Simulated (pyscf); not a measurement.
This saddle point was located with ωB97X-D3(BJ)/def2-SVP in PySCF.

```xyz
9

C      0.9215     0.5764    -0.4581
In    -0.7553    -0.6751     0.7323
H      1.0249    -0.0615    -1.3498
H      0.9046     1.6169    -0.8271
H      1.8112     0.4763     0.1819
H     -0.1661    -0.9374     2.3058
H     -1.7110    -1.4860    -0.4178
H     -0.3752     1.0800     0.1551
H     -1.3032     1.2205     0.6560
```
Charge 0, spin multiplicity 1.

Surface: singlet, charge 0. Lowest wavenumbers (cm⁻¹): 1625i, 46, 364, 367, 492.

Name the species on either side of this saddle.

H₃C–InH₂ (SMILES [CH3][InH2]) + H₂ (SMILES [H][H]) ⇌ CH₄ (SMILES C) + InH₃ (SMILES [InH3]), a four-centre exchange read from left to right: C–In, H–H broken and C–H, H–In formed. At ωB97M-D3(BJ)/def2-TZVP it lies +34.0 kcal/mol from the left side and +46.3 kcal/mol from the right (each side as separated species at their lowest minima found). At the saddle there is also a short H–In contact that neither side keeps. This is the saddle that the search found; another between the same sides may lie lower. Elements past Kr carry the def2 core potentials, without spin-orbit coupling.
